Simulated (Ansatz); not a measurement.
System: CH₃ (charge 0, doublet). 
Coordinates optimised at B3LYP-D3(BJ)/def2-TZVP (Ansatz, a first-principles code):
```xyz
4

C      0.0000     0.0000     0.0000
H      0.0036     1.0786    -0.0270
H      0.9326    -0.5425     0.0110
H     -0.9362    -0.5361     0.0160
```
Charge 0, spin multiplicity 2.

Wanted: vertical ionisation energy (to the singlet state of charge +1; each state is the SCF solution reached for its spin; the molecule has degenerate orbitals, so one determinant may break the symmetry), in eV. Cores are frozen in the correlated levels unless marked. Open shells are spin-unrestricted. No spin-orbit coupling. No relativistic terms. CBS marks a two-point X^-3 extrapolation of the correlation energy; Hartree-Fock from the larger set.

CCSD(T)/CBS(aug-cc-pVTZ,aug-cc-pVQZ) (Ansatz) gives 9.78 eV.

### Question
Another calculation gave 10.09 eV. Which level was it?
A) CAM-B3LYP/def2-TZVPD (Ansatz)
B) SVWN5/def2-TZVPD (Ansatz)
C) BHLYP/def2-TZVPD (Ansatz)

### Answer
B, SVWN5/def2-TZVPD (Ansatz). The others give 9.69 (BHLYP), 9.93 (CAM-B3LYP) eV.
